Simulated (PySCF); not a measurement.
A family of related molecules: triple bonds. Isolated molecules, 0 K electronic values unless said otherwise. Strings in code marks are SMILES.

Computed with PySCF with PBE0-D4/def2-TZVP. Delta-SCF ions had no search for a lower state. 

| species | HOMO–LUMO gap (eV) | LUMO (eV) | vertical ionisation energy (Delta-SCF) (eV) |
|---|---|---|---|
| `B=O` | 10.43 | – | … |
| `S=B` | … | … | 11.13 |
| `B=N` | 9.34 | – | 11.32 |
| `[O+]#[Si-]` | … | -1.94 | 11.40 |
| `[S+]#[Si-]` | 5.71 | -2.32 | 10.40 |
| `[O+]#[Ge-]` | 6.47 | -2.01 | 10.98 |

Question: Fill in the missing entries.

Answer: 
- `B=O`, vertical ionisation energy (Delta-SCF) (eV): 13.50
- `S=B`, HOMO–LUMO gap (eV): 7.35
- `S=B`, LUMO (eV): -1.18
- `[O+]#[Si-]`, HOMO–LUMO gap (eV): 6.84
